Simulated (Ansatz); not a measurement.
Input for Ansatz (development build ahead of 0.2.0):

```yaml
crystal:
  periodic: [false, false, false]
  atoms:
    - { symbol: C, position_ang: [0.0, 0.02895, -0.63968] }
    - { symbol: "N", position_ang: [0.0, 0.06484, 0.69093] }
    - { symbol: H, position_ang: [0.0, -0.89937, -1.06713] }
    - { symbol: H, position_ang: [-0.81138, 0.52064, -0.99663] }
    - { symbol: H, position_ang: [0.81138, 0.52064, -0.99663] }
    - { symbol: H, position_ang: [-0.74771, -0.38474, 1.03098] }
    - { symbol: H, position_ang: [0.74771, -0.38474, 1.03098] }
basis:
  gaussian: { orbitals: def2-TZVP }
hamiltonian:
  xc: hf
correlation:
  method: mp2
  frozen_orbitals: { C: 1, H: 0, "N": 1 }
```

The input is written out in the form of the current development build from the run's settings.

Results

```
Converged                       : yes
Reference energy                : -95.22226 hartree
Correlation energy              : -0.38328 hartree
Total energy                    : -95.60554 hartree
Spin squared of the determinant : 0.000
```

Caution: no unrestricted run beside it, a lower state can exist.
